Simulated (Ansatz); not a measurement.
## HSB, triplet: vertical spin and charge gaps

Geometry (PBE0/def2-TZVP stationary point for this spin, not checked as a minimum):

```xyz
3

B     0.0000    0.0893    1.2933
S     0.0000   -0.0686   -0.4091
H     0.0000    1.2251   -0.8579
```

Basis 6-31G; Ansatz 0.2.0. Only valence electrons are correlated (noble-gas cores frozen). R marks a restricted (for open shells ROHF) determinant, U an unrestricted one. Active spaces: valence = (10e, 9o) chosen from the atoms' valence shells.

Gaps are energies of the second state less the first, at fixed atoms, for a selection of the levels run; each method lands on the state that its own search finds for that charge and spin.

Unrestricted rows (U, and Kohn–Sham where it breaks symmetry) aren't spin-pure: their determinants' ⟨S²⟩ exceeds S(S+1) by up to 0.50, so they mix in states of higher spin. For open shells CISD is restricted-active-space CI with the open shells as a complete middle space. A value is left out where its run failed or describes another state than the reference as far as symmetry and spin tell, or, spin-broken singlets apart, can't be checked.

Removing an electron, to the doublet: 7.403 eV at full CI (triplet A', doublet ion A', in Cs).

```
                   level  gap (eV)  error (meV)
                     RHF     7.729          326
                     UHF     7.740          337
                    RMP2     7.468           65
                    UMP2     7.478           75
                    CISD     7.475           72
                   RCCSD     7.469           66
                   UCCSD     7.468           65
                RCCSD(T)     7.410            7
                UCCSD(T)     7.412            9
                 BCCD(T)     7.412            9
                  RCCSDT     7.397           -6
                  UCCSDT     7.398           -5
               RCCSDT(Q)     7.404            1
               UCCSDT(Q)     7.398           -5
                 RCCSDTQ     7.401           -2
                 UCCSDTQ     7.401           -2
  CASSCF (valence space)     7.040         -363
  NEVPT2 (valence space)     7.308          -95
  MRCISD (valence space)     7.385          -18
MRCISD+Q (valence space)     7.400           -3
                     PBE     7.809          406
                  r2SCAN     8.017          614
                    PBE0     7.966          563
                   B3LYP     7.837          434
                 wB97M-V     7.673          270
                  B2PLYP     7.628          225
                 RPA-PBE     7.313          -90
```

Removing an electron, to the quartet: 10.966 eV at full CI (triplet A', quartet ion A'', in Cs).

```json
{"level": "RHF", "gap (eV)": "10.267", "error (meV)": "-699"}
{"level": "RMP2", "gap (eV)": "10.851", "error (meV)": "-115"}
{"level": "CISD", "gap (eV)": "10.855", "error (meV)": "-111"}
{"level": "UCCSD(T)", "gap (eV)": "10.958", "error (meV)": "-8"}
{"level": "RCCSDTQ", "gap (eV)": "10.966", "error (meV)": "0"}
{"level": "CASSCF (valence space)", "gap (eV)": "10.623", "error (meV)": "-343"}
{"level": "MRCISD (valence space)", "gap (eV)": "10.948", "error (meV)": "-18"}
{"level": "MRCISD+Q (valence space)", "gap (eV)": "10.963", "error (meV)": "-3"}
{"level": "PBE", "gap (eV)": "11.572", "error (meV)": "606"}
{"level": "r2SCAN", "gap (eV)": "11.584", "error (meV)": "618"}
```

PBE gives -0.922 eV for singlet less triplet. Estimate what full CI gives in 6-31G.

Full CI in 6-31G gives -0.934 eV, so against it PBE is off by 0.012 eV.

```
                   level  gap (eV)  error (meV)  ⟨S²⟩ where 0.1 over S(S+1) (first / second)
                    CISD    -0.808          126                                        – / –
                   UCCSD    -0.892           42                                     – / 0.50
                UCCSD(T)    -0.920           14                                     – / 0.50
                  UCCSDT    -0.925            9                                     – / 0.50
               UCCSDT(Q)    -0.930            4                                     – / 0.50
                 RCCSDTQ    -0.934            0                                        – / –
                 UCCSDTQ    -0.933            1                                     – / 0.50
  MRCISD (valence space)    -0.931            3                                        – / –
MRCISD+Q (valence space)    -0.936           -2                                        – / –
                 RPA-PBE    -1.171         -237                                     – / 0.17
```

Quintet less triplet: 4.812 eV at full CI (triplet A', quintet A', in Cs).

```tsv
level	gap (eV)	error (meV)
RHF	4.161	-651
UHF	4.181	-631
RMP2	4.688	-124
UMP2	4.723	-89
CISD	4.700	-112
RCCSD	4.760	-52
UCCSD	4.760	-52
RCCSD(T)	4.803	-9
UCCSD(T)	4.802	-10
BCCD(T)	4.801	-11
RCCSDT	4.813	1
UCCSDT	4.812	0
RCCSDT(Q)	4.812	0
UCCSDT(Q)	4.813	1
RCCSDTQ	4.812	0
UCCSDTQ	4.812	0
CASSCF (valence space)	4.786	-26
NEVPT2 (valence space)	4.807	-5
MRCISD (valence space)	4.810	-2
MRCISD+Q (valence space)	4.812	0
PBE	5.079	267
r2SCAN	4.953	141
PBE0	4.980	168
B3LYP	5.173	361
wB97M-V	5.244	432
B2PLYP	5.091	279
RPA-PBE	4.839	27
```

In so small a basis the reference is far from its limit while semilocal and hybrid functionals are nearer theirs (RPA and double hybrids share much of the reference's basis error), so the functionals' errors here hold much of the reference's basis and frozen-core error, which can add to them or hide them.

Full CI is exact within this basis and frozen core; it isn't the basis-set limit. The frozen core follows each run's orbitals, which can shift R against U totals by a few meV.
